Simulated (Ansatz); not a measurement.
B₂H. Total charge 0; doublet. Geometry PBE0-D4/def2-TZVP; atoms count from 1.

```xyz
3

B     0.0460   -0.1055   -0.0016
B    -0.5629    1.2900    0.0211
H     0.5170   -1.1845   -0.0195
```

The charge 0 doublet is spin-contaminated (final ⟨S²⟩ up to 1.76, 0.75 for a pure state). At PBE0-D4/def2-TZVP a quartet of charge 0 lies 0.57 eV below the doublet, each at its own geometry. The structure comes from a short search, and lower isomers may exist.

**Question.** Estimate the Mulliken populations from the PBE0/def2-TZVP orbitals of Ansatz.

**Answer.** 
| atom | charge (e) | spin (α − β) |
| --- | --- | --- |
| B1 | 0.01 | 0.00 |
| B2 | -0.12 | 0.98 |
| H3 | 0.10 | 0.02 |
Mulliken values depend strongly on the basis.

**Question.** Where does the spin sit?

**Answer.** Summed by element: B 0.98, H 0.02, of 1 unpaired in all. Largest on single atoms: B2 0.98, H3 0.02, B1 0.00.

**Question.** And the Mayer bond orders between heavy atoms (over 0.3)?

**Answer.** B1–B2 1.99 (1.52 Å).
